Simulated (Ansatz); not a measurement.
**SiH2O (SMILES O=[SiH2]) at BCCD(T)/def2-TZVPP**

Aim: the energy change on altering one bond length of SiH2O at BCCD(T)/def2-TZVPP, from 2 runs. 

The results are computed with Ansatz 0.2.0.

50 further runs of the same task are left out: 50 set aside as unsound or not needed.

## 1. Starting point

SiH2O: 4 atoms, total charge 0, spin state singlet. As SMILES, `O=[SiH2]`. Geometry: relaxed at PBE0-D4/def2-TZVP.

Bond lengths: O1–Si2 1.516 Å, Si2–H3 1.485 Å, Si2–H4 1.486 Å. Angles: O1–Si2–H3 124.0°, O1–Si2–H4 124.0°, H3–Si2–H4 111.9°.

## 2. A single-point energy at BCCD(T)/def2-TZVPP

File job.yaml:

```yaml
crystal:
  periodic: [false, false, false]
  atoms:
    - {symbol: O, position_ang: [-0.283200, 0.413500, 1.469500]}
    - {symbol: Si, position_ang: [-0.006700, 0.009800, 0.034900]}
    - {symbol: H, position_ang: [0.439900, -1.346000, -0.376200]}
    - {symbol: H, position_ang: [-0.150000, 0.922700, -1.128300]}
basis:
  gaussian:
    orbitals: def2-TZVPP
correlation:
  method: bccd_t
  frozen_orbitals: {H: 0, O: 1, Si: 5}
accuracy: high
scf:
  omitted_lower_state_checks: [cluster_reference, increment]
```

Command:

```console
$ ansatz run job.yaml --threads 1 --pin off --max-ram 3480MiB --events-out events.jsonl --progress --plain --runs-dir runs
```

The log of the run (excerpt; [...] marks lines left out):

```text
Warning: RAYON_NUM_THREADS=1 ignored (pool sized by the plan → 1); use --threads N
Functional definition: HF
  name "HF"
[...]
1618 factors; integrals over basis functions are off by at most 3.1e-9 eV
[...]
mean field -9931.77125577 eV, -364.9858616531 hartree, gradient 2.6e-8 eV, S^2 0.000000; 0 other end points of the search recorded, 0 dependent functions left out
6 core orbitals not correlated: weight in the atoms' cores, before any rotation towards them, 1.000 or more for the frozen orbitals, at most 0.000 for the correlated occupied ones
reference -9931.77125577 eV, -364.9858616531 hartree; 6, 6 occupied and 89, 89 virtual orbitals, 1618 factors
second order -9.81364411 eV of doubles, -0.00000000 eV of singles
cycle   1  -9.63939961 eV  change    1.7e-1 eV  update   1.1e-1
[...]
cycle  23  -10.06212615 eV  change    1.3e-9 eV  update  5.8e-10
perturbative correction -0.46774986 eV, -0.0171894902 hartree
Total energy: -9942.30113178 eV, -365.3728274591 hartree
Checks for a lower state left out: cluster_reference, increment
```

Wall time 20 s (1 thread of Arm Neoverse V2, shared host); peak memory 0.82 GiB.

## 3. The distorted shape

File input.yaml:

```yaml
crystal:
  periodic: [false, false, false]
  atoms:
    - {symbol: O, position_ang: [-0.168565, -0.316790, 2.400022]}
    - {symbol: Si, position_ang: [0.107935, -0.720490, 0.965422]}
    - {symbol: H, position_ang: [0.554535, -2.076290, 0.554322]}
    - {symbol: H, position_ang: [-0.150000, 0.922700, -1.128300]}
basis:
  gaussian: {orbitals: def2-TZVPP}
correlation: {method: bccd_t, frozen_orbitals: {H: 0, O: 1, Si: 5}}
accuracy: high
scf: {omitted_lower_state_checks: [cluster_reference, increment]}
```

Command:

```console
$ ansatz run input.yaml --threads 1 --pin off --max-ram 3480MiB --events-out events.jsonl --progress --plain --runs-dir runs
```

The log of the run (excerpt; [...] marks lines left out):

```text
Warning: RAYON_NUM_THREADS=1 ignored (pool sized by the plan → 1); use --threads N
Functional definition: HF
  name "HF"
[...]
1544 factors; integrals over basis functions are off by at most 3.4e-9 eV
[...]
mean field -9927.85577740 eV, -364.8419704773 hartree, gradient 1.7e-8 eV, S^2 0.000000; 1 other end points of the search recorded, 0 dependent functions left out; unrestricted orbitals would lower it
6 core orbitals not correlated: weight in the atoms' cores, before any rotation towards them, 1.000 or more for the frozen orbitals, at most 0.000 for the correlated occupied ones
reference -9927.85577740 eV, -364.8419704773 hartree; 6, 6 occupied and 89, 89 virtual orbitals, 1544 factors
second order -10.26972417 eV of doubles, -0.00000000 eV of singles
cycle   1  -10.06672174 eV  change    2.0e-1 eV  update   1.5e-1
[...]
cycle  30  -10.79903595 eV  change   -1.1e-9 eV  update  8.0e-10
perturbative correction -0.66589549 eV, -0.0244712077 hartree
Total energy: -9939.32070884 eV, -365.2632989362 hartree
Checks for a lower state left out: cluster_reference, increment
```

Wall time 22 s (1 thread of Arm Neoverse V2, shared host); peak memory 0.8 GiB.

## 4. Results

Level: BCCD(T)/def2-TZVPP, 6 core orbitals frozen.

| quantity | value |
| --- | --- |
| first shape: total energy | -365.37283 Eh |
| first shape: correlation energy (6 core orbitals frozen) | -387.0 mEh |
| first shape: (T) correction | -17.19 mEh |
| distorted shape: total energy | -365.26330 Eh |
| distorted shape: correlation energy (6 core orbitals frozen) | -421.3 mEh |
| distorted shape: (T) correction | -24.47 mEh |
| energy change with the Si2–H4 bond stretched from 1.486 to 2.674 Å | 2.980 eV |

What this shows: With the Si2–H4 bond stretched from 1.486 to 2.674 Å the energy rises by 2.98 eV (288 kJ/mol). The first shape isn't relaxed at this level, so the change isn't measured from a minimum. A restricted reference can't describe the breaking bond well at this length. The triples (first shape) make up 4.4 % of the correlation energy. The restricted solution (distorted shape) is unstable to spin breaking: an unrestricted one lies lower. The triples (distorted shape) make up 5.8 % of the correlation energy.
